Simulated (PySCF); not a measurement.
Ligands exchanged one at a time, Al F-OH. Gas-phase values, no solvent. One relaxed conformer stands for each flexible species; it need not be the lowest. Strings in code marks are SMILES.

All values below come from PySCF with ωB97X-D3(BJ)/def2-TZVP // PBE0-D3(BJ)/def2-TZVP. 

```tsv
species	HOMO–LUMO gap (eV)	HOMO (eV)
0 of 3 F replaced by OH (`[F][Al]([F])[F]`)	14.84	…
1 of 3 F replaced by OH (`[OH][Al]([F])[F]` (H–O–Al–F torsion 0°))	13.45	…
2 of 3 F replaced by OH (`[F][Al]([OH])[OH]` (H–O–Al–F torsion 180°, F–Al–O–H torsion 0°))	13.17	-11.99
3 of 3 F replaced by OH (`[OH][Al]([OH])[OH]`)	13.13	-11.66
```

Q: Complete the blanks.

A: 
- 0 of 3 F replaced by OH (`[F][Al]([F])[F]`), HOMO (eV): -14.36
- 1 of 3 F replaced by OH (`[OH][Al]([F])[F]` (H–O–Al–F torsion 0°)), HOMO (eV): -12.59
